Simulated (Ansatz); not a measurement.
Stepwise reaction of aluminium trichloride with hydrogen, as a gas-phase model of exchange steps in deposition or etching. ΔE in kJ/mol; ΔG adds harmonic PBE0-D4 terms to CCSD(T)/CBS, at 1 bar.

Computed with Ansatz on PBE0-D4/def2-TZVP structures; ΔE is electronic, products minus reactants. CBS: MP2 limit from def2 TZ/QZ plus the TZ coupled-cluster correction, frozen cores. This one scheme is used for every species. Functionals use def2-TZVPP. B3LYP here is the variant with VWN-RPA as its local correlation; programs differ in this.

```csv
step,reaction,PBE-D4,B3LYP-D4,ωB97M-V,CCSD(T)/CBS,ΔG(600 K)
1,`[Cl][Al]([Cl])[Cl]` + H₂ → `[Cl][AlH][Cl]` + HCl,130.1,132.2,131.9,134.7,119.0
3,`[AlH2][Cl]` + H₂ → `[AlH3]` + HCl,149.7,150.6,151.7,153.5,149.0
```

Problem. Give the row of step 2, `[Cl][AlH][Cl]` + H₂ → `[AlH2][Cl]` + HCl. (Best estimate.)

Solution. Ansatz gave: 
```json
{"step": "2", "reaction": "`[Cl][AlH][Cl]` + H₂ → `[AlH2][Cl]` + HCl", "PBE-D4": "143.2", "B3LYP-D4": "144.3", "ωB97M-V": "145.0", "CCSD(T)/CBS": "146.8", "ΔG(600 K)": "136.9"}
```

Problem. By hand: ΔE of the 3 steps together at CCSD(T)/CBS.

Solution. (134.7) + (146.8) + (153.5) = 435.0 kJ/mol, or 145.0 kJ/mol a step.

In ΔE each step is higher than the one before. All are uphill at CCSD(T)/CBS. ΔG lies between 119.0 and 149.0 kJ/mol a step. PBE-D4 differs from CCSD(T)/CBS by -4.6 to -3.6 kJ/mol a step. Isolated molecules leave out the surface, adducts and barriers. Largest T1 diagnostic: 0.008.
